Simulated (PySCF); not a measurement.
# SiNH6+, an adduct: interaction energy

An exercise on one series of results from a longer session: the logs are not shown, and one member is left open.

Programs: PySCF 2.14.0. All values are calculated, for the isolated system unless a continuum is named. Atoms count from 0, parts from 1.

### The system as given

8 atoms, charge 1, multiplicity 1; geometry: GFN1-xTB. Parts: 1 = atoms 0–3, `[SiH3+]`, charge 1; 2 = atoms 4–7, `N`, charge 0. In the given geometry Si0 and N4 of different parts are bonded (1.96 Å), so values for the parts refer to these atom groups.

Set-up of the first run:

What the job is given:

```
{"job": {"xc": "PBE0", "basis": "def2-SVPD", "d3": "d3bj", "grid": 2, "kind": "geom", "shake": 0.01}, "charge": 1, "multiplicity": 1, "parts": [{"atoms": "0-3", "charge": 1, "multiplicity": 1}, {"atoms": "4-7", "charge": 0, "multiplicity": 1}]}
Si    -0.118811     0.285373    -0.306144
H      1.300357     0.221548    -0.417586
H     -0.670600     0.763685     0.960937
H     -0.841342    -0.775316    -0.931980
N     -0.554926     1.790315    -1.483040
H     -0.259986     1.648379    -2.438146
H     -0.096736     2.665039    -1.184080
H     -1.533855     2.008225    -1.526552
```

Started as:

```console
> OMP_NUM_THREADS=1 python cluster_run.py task.json out
```

One launch serves the whole session: the jobs run in the order shown.

Steps of the session up to this table: Relaxing the molecule at PBE0-D3(BJ)/def2-SVPD; Coupled-cluster interaction energy: CCSD(T) and MP2.

One of the session's tables, all rows but one given; the rest of the session is left out.

It belongs to the step «Coupled-cluster interaction energy: CCSD(T) and MP2». 

| method | interaction energy (kcal/mol) |
| --- | --- |
| HF/aug-cc-pVDZ | -80.23 |
| MP2/aug-cc-pVDZ | -81.68 |
| CCSD/aug-cc-pVDZ | ? |
| CCSD(T)/aug-cc-pVDZ | -80.44 |
| HF/aug-cc-pVTZ | -83.88 |
| MP2/aug-cc-pVTZ | -86.87 |
| SCS-MP2/aug-cc-pVTZ | -85.19 |
| MP2, extrapolated | -87.51 |
| CCSD(T), limit estimate | -86.28 |

Estimate the missing values for CCSD/aug-cc-pVDZ.

**Answer.** interaction energy (kcal/mol): -80.25. In the column «interaction energy (kcal/mol)» it lies between CCSD(T)/aug-cc-pVDZ (-80.44) and HF/aug-cc-pVDZ (-80.23).

At this geometry Si0 and N4 of different parts are bonded (1.91 Å), so this energy is that of a chemical bond rather than of a weak contact.

To keep in mind: The interaction energy leaves out the deformation of the parts, 8.39 kcal/mol at MP2. So large a deformation means that a part is far from its own minimum, so a sum across the two methods would be rough.
